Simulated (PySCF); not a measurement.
**Mayer bond orders and bond lengths**

Compound: C3H3FN (charge -1).
Numbering: `[CH3:1][C-:2]([F:3])[C:4]#[N:5]` (hydrogens: H6, H7, H8 on C1)

Structure used (GFN2-xTB), in Å, numbered top down from 1:
```
atom  x, y, z in Å
C1    -0.9519   -0.1261   -0.0878
C2     0.4179    0.4977   -0.1540
F3     0.4389    1.7116    0.6469
C4     1.5285   -0.2848   -0.0188
N5     2.5087   -0.9154   -0.1569
H6    -0.9430   -1.0507   -0.6677
H7    -1.2900   -0.3699    0.9362
H8    -1.7001    0.5471   -0.5226
```

Bond orders from the PBE0/pcSseg-1 density (PySCF). Geometry: GFN2-xTB; no solvent, vibrations or thermal averaging. The pcSseg-1 basis has no diffuse functions, a weakness for an anion. The HOMO energy is positive at this level (+0.75 eV), so the outermost electrons may be held by the finite basis alone.

Question: How far do the computed orders between heavy atoms stray from the drawn ones?

Answer: The largest departure is 0.277, at C2–C4 (drawn single, 1.277). Drawn single, order above 1.12: C2–C4 (1.277). Drawn single, order below 0.88: C2–F3 (0.768). The SMILES, with its formal charges, is one Lewis structure only.

Question: Give the Mayer order of every bond between heavy atoms, beside its length.

Answer: 
| bond | drawn as | length (Å) | Mayer order |
| --- | --- | --- | --- |
| C1–C2 | single | 1.507 | 1.076 |
| C2–F3 | single | 1.454 | 0.768 |
| C2–C4 | single | 1.365 | 1.277 |
| C4–N5 | triple | 1.174 | 2.860 |

Bonds between the same two heavy elements. C–C: lowest C1–C2 (1.076, 1.507 Å), highest C2–C4 (1.277, 1.365 Å).

Question: And the bonds to hydrogen?

Answer: C–H: 0.93 to 0.97 (3 bonds).

Question: Sum the orders of all bonds at each heavy atom with more than one neighbour and set the sums beside the valence in the SMILES.

Answer: C1 3.947 (drawn 4), C2 3.121 (drawn 3), C4 4.137 (drawn 4). Orders between atoms that aren't bonded are not in these sums.

For a closed shell the Mayer order of atoms A and B is Σ (PS)μν (PS)νμ over the basis functions μ on A and ν on B, with P the density and S the overlap matrix.

These values come from a run that also computed NMR shieldings. On one thread, Arm Neoverse N1 (aarch64), shared host, this took 12 s (with the writing of density and orbital grids) and 0.44 GiB of memory at its peak.
